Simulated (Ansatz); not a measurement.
hcp Sc, treated with PBE-D4 in Ansatz (PAW).

Run with plane-wave cutoff 520 eV, 18×18×10 k mesh (along the axes of the cell as run), Fermi–Dirac smearing 0.05 eV, scalar-relativistic PAW data made under PBE.

Shape and atoms are relaxed at each volume.

Pressure at four volumes; x = ln(V/23.888 Å³). One pressure is withheld.

```json
[
 {"V (Å³/atom)": "22.933", "x": "-0.0408", "P (GPa)": "2.47"},
 {"V (Å³/atom)": "23.888", "x": "0.0000", "P (GPa)": "0.00"},
 {"V (Å³/atom)": "24.366", "x": "0.0198", "P (GPa)": "-1.08"},
 {"V (Å³/atom)": "24.844", "x": "0.0392", "P (GPa)": "?"}
]
```

### Question
Pass a parabola P(x) through the three rows shown, estimate the bulk modulus and its pressure derivative near zero pressure, and predict the withheld pressure.

### Answer
Slopes between the rows: (0.00 − (2.47))/(0.0000 − (-0.0408)) = -60.54 and (-1.08 − (0.00))/(0.0198 − (0.0000)) = -54.55 GPa. Their difference over the span 0.0606 is c = 5.99/0.0606 = 98.8 GPa, so P(x) = 2.47 + (-60.54)(x − (-0.0408)) + 98.8 (x − (-0.0408))(x − (0.0000)). At the middle row B = −dP/dx = −[-60.54 + 98.8 × 0.0408] = 56.5 GPa, and B′ = dB/dP = 2c/B = 3.5. At x = 0.0392 the parabola gives -2.06 GPa; the run gives -2.07 GPa. The Birch–Murnaghan fit to the energies at all volumes has B0 = 56.4 GPa and B′ = 3.3.

Measured, for comparison: bulk modulus 55.6 GPa (zero-point energy and finite temperature contributions removed, our sources range from 44.5 to 55.6; as tabulated in doi:10.1021/acs.jctc.3c00612). Computed (rounded) less measured: bulk modulus not scored (sources differ).

Note: the bulk modulus comes from volumes at which shape and atoms were relaxed.

Ansatz is an electronic-structure program.
